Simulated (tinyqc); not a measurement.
Pariser-Parr-Pople SCF with singles CI, for the molecule C=CC(=O)C=C (SMILES; centres numbered as the heavy atoms are written), step by step. One step of it, computed by the program tinyqc.

Question. Singles CI, triplets. Over the 4 single excitations with the smallest orbital gaps: A = (e_a - e_i) delta - (ij|ab), with (pq|rs) = sum c_mp c_mq gamma_mn c_nr c_ns.

orbital energies (eV): -14.847964  -12.026587  -11.671228  -1.771488  0.061098  2.839798

coefficients:
```
,MO1,MO2,MO3,MO4,MO5,MO6
1C,0.222784,0.483045,-0.377625,0.498242,0.516398,0.243970
2C,0.388076,0.516398,-0.344689,-0.227772,-0.483045,-0.422736
3C,0.556893,0.000000,0.126536,-0.479398,0.000000,0.666360
4O,0.537957,0.000000,0.679092,0.412223,0.000000,-0.281973
5C,0.388076,-0.516398,-0.344689,-0.227772,0.483045,-0.422736
6C,0.222784,-0.483045,-0.377625,0.498242,-0.516398,0.243970
```

repulsion gamma_rs (eV):
```
,1C,2C,3C,4O,5C,6C
1C,11.130000,7.552439,5.239019,4.790050,3.670370,2.868686
2C,7.552439,11.130000,7.554960,5.413514,5.240702,3.670370
3C,5.239019,7.554960,11.130000,8.105103,7.554960,5.239019
4O,4.790050,5.413514,8.105103,15.200000,5.413514,4.790050
5C,3.670370,5.240702,7.554960,5.413514,11.130000,7.552439
6C,2.868686,3.670370,5.239019,4.790050,7.552439,11.130000
```

Give: triplet CI matrix; triplet excitation energies.

Answer.

triplet CI matrix (eV):
```
,3>4,2>4,3>5,2>5
3>4,3.1489,0.0000,0.0000,1.5175
2>4,0.0000,4.0645,1.5175,0.0000
3>5,0.0000,1.5175,5.8576,0.0000
2>5,1.5175,0.0000,0.0000,5.4902
```

triplet excitation energies (eV): 2.4029  3.1985  6.2361  6.7236
